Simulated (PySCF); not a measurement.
formamide (CH3NO), SMILES NC=O.

Coordinates come from a B3LYP-D3(BJ)/def2-TZVP optimisation. Other conformers were not sampled.

The numbers are results of PBE/def2-TZVPD (PySCF), not measurements.

Isolated molecule, no solvent.

Computed frontier levels, gap, dipole moment and polarisability:
```json
{
 "highest_occupied_level": "-6.04 eV",
 "lowest_empty_level": "-0.78 eV",
 "orbital_gap": "5.26 eV",
 "dipole_moment": "3.82 D",
 "quadrupole, principal values (traceless, Buckingham form, about the centre of nuclear charge)": "-2.13, -1.51, 3.64 D·Å",
 "mean_static_polarisability": "29.5 bohr³ (4.37 Å³)",
 "polarisability_principal_values": "20.7, 29.8, 38.0 bohr³"
}
```
